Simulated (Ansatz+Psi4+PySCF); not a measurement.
The numbers below are computed, except where a source is named.
Input for Psi4 1.11:

```
molecule {
0 2
C 0.000000 0.437710 0.000000
C 1.191920 -0.145090 0.000000
F -1.148930 -0.278330 0.000000
H -0.186440 1.505780 0.000000
H 2.083920 0.466280 0.000000
}

set basis cc-pVTZ
set reference rohf
set scf_type pk
energy('scf')
```

The input is written out from the run's settings.

The run gave:

```json
{
 "Converged": "yes",
 "Total energy": "-176.29105 hartree",
 "Spin squared of the determinant": "0.750",
 "Occupied orbitals by symmetry in an Abelian subgroup (alpha; beta)": "10 Ap 2 App; 9 Ap 2 App"
}
```
